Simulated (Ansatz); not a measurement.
A run of Ansatz (development build ahead of 0.2.0) on singlet F₂ at this shape:

```xyz
2

F     0.0000    0.0000    0.0000
F     0.0000    0.0000    2.4709
```

Its results:

```yaml
Converged: yes
Total_energy: -199.34136 hartree
Spin_squared_of_the_determinant: 0.977
Stability_test: minimum
```

(1) Which input gives this output? Name the method, the orbitals and the basis set, and write the input.

Results:

(1) PBE (unrestricted) in pcseg-2.

```yaml
crystal:
  periodic: [false, false, false]
  atoms:
    - { symbol: F, position_ang: [0.0, 0.0, 0.0] }
    - { symbol: F, position_ang: [0.0, 0.0, 2.4709] }
basis:
  gaussian: { orbitals: pcseg-2 }
magnetization:
  spin_polarized: true
hamiltonian:
  xc: pbe
```

Caution: the unrestricted determinant is a mixture of spin states.
